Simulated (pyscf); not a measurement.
Elementary routes open to H₃C–SiH₂–Cl + hydrogen (H₂) in the gas phase (singlet surface):
A. methylsilane (H₃C–SiH₃) + hydrogen chloride (HCl) (Cl–Si, H–H broken; H–Si, Cl–H formed)
B. methane (CH₄) + H₃Si–Cl (C–Si, H–H broken; C–H, H–Si formed)

Single points on ωB97X-D3(BJ)/def2-SVP structures (PySCF, gas phase).

Question: Rank the routes by free-energy barrier at 1200 K, lowest first, for ωB97M-D3(BJ)/def2-TZVP energies (ideal gas, 1 atm, RRHO with modes under 100 cm⁻¹ raised to 100, one conformer, R ln 2 for chiral ones without a mode under 150 cm⁻¹).

Answer: A (89.0 kcal/mol), B (104.5 kcal/mol)

Route A is the fastest of these, ahead of the next by 15.5 kcal/mol. The most stable products are those of B (ΔG = -0.7 kcal/mol), whose barrier is 15.5 kcal/mol higher: the kinetic and the thermodynamic product differ. At 298 K A is still the fastest. Only these routes are compared; each barrier is that of the saddle found, and lower ones may exist.
